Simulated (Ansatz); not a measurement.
The input, for Ansatz 0.2.0:

```yaml
crystal:
  periodic: [false, false, false]
  atoms:
    - {symbol: N, position_ang: [0.000000, 0.000000, 0.196004]}
    - {symbol: C, position_ang: [0.000000, 0.000000, -1.388996]}
    - {symbol: H, position_ang: [0.000000, 0.000000, 1.192993]}
basis:
  gaussian: {orbitals: 6-31G}
magnetization: {spin_polarized: true, initial_magnetization: 0}
hamiltonian: {xc: {name: PBE0}}
correlation: {method: ccsdt_q, electrons: valence}
```

```sh
$ ansatz run in.yaml --threads 1 --pin off --events-out ev --progress --plain --max-ram 2393MiB
```

The program prints:

```
451 factors; integrals over basis functions are off by at most 1.1e-7 eV
mean field evaluation 1: about -2526.9968 eV, gradient 3.8e1 eV
mean field evaluation 2: about -2526.9967 eV, gradient 3.8e1 eV
mean field evaluation 4: about -2532.2408 eV, gradient 1.4e1 eV
mean field evaluation 8: about -2533.5157 eV, gradient 5.2e-2 eV
mean field evaluation 16: about -2533.5150 eV, gradient 1.6e-6 eV
mean field evaluation 32: about -2533.5181 eV, gradient 2.0e-6 eV
mean field evaluation 64: about -2523.3835 eV, gradient 1.4e1 eV
mean field evaluation 96: about -2533.5181 eV, gradient 1.7e-6 eV
mean field -2533.51812299 eV, -93.1050737395 hartree, gradient 1.7e-6 eV, S^2 0.089026; 7 other end points of the search recorded, 0 dependent functions left out
2 core orbitals not correlated: weight in the atoms' cores, before any rotation towards them, 1.000 or more for the frozen orbitals, at most 0.000 for the correlated occupied ones
reference -2520.32084068 eV, -92.6200825600 hartree; 5, 5 occupied and 13, 13 virtual orbitals, 451 factors
second order -7.84837567 eV of doubles, -0.30994846 eV of singles
cycle   1  -5.70996113 eV  change     2.4e0 eV  update   2.9e-1
cycle   2  -7.09838377 eV  change    -1.4e0 eV  update   3.0e-1
cycle   3  -7.41729664 eV  change   -3.2e-1 eV  update   4.4e-2
cycle   4  -7.62996897 eV  change   -2.1e-1 eV  update   3.1e-2
cycle   5  -7.66705944 eV  change   -3.7e-2 eV  update   1.9e-2
cycle   6  -7.67817813 eV  change   -1.1e-2 eV  update   1.0e-2
cycle   7  -7.68593816 eV  change   -7.8e-3 eV  update   5.8e-3
cycle   8  -7.68521718 eV  change    7.2e-4 eV  update   3.0e-3
cycle   9  -7.68667012 eV  change   -1.5e-3 eV  update   1.6e-3
cycle  10  -7.68601152 eV  change    6.6e-4 eV  update   6.9e-4
cycle  11  -7.68579837 eV  change    2.1e-4 eV  update   3.0e-4
cycle  12  -7.68643180 eV  change   -6.3e-4 eV  update   1.7e-4
cycle  13  -7.68622366 eV  change    2.1e-4 eV  update   4.6e-5
cycle  14  -7.68628431 eV  change   -6.1e-5 eV  update   2.4e-5
cycle  15  -7.68623131 eV  change    5.3e-5 eV  update   9.3e-6
cycle  16  -7.68623518 eV  change   -3.9e-6 eV  update   4.7e-6
cycle  17  -7.68623516 eV  change    1.9e-8 eV  update   2.3e-6
cycle  18  -7.68623706 eV  change   -1.9e-6 eV  update   1.2e-6
cycle  19  -7.68623852 eV  change   -1.5e-6 eV  update   6.2e-7
cycle  20  -7.68623807 eV  change    4.5e-7 eV  update   3.4e-7
perturbative correction -0.07124226 eV, -0.0026181049 hartree
Total energy: -2528.07832101 eV, -92.9051647040 hartree
```

Ran on 1 thread of Arm Neoverse V2, shared host: 4.6 s wall, 0.13 GiB peak host memory.
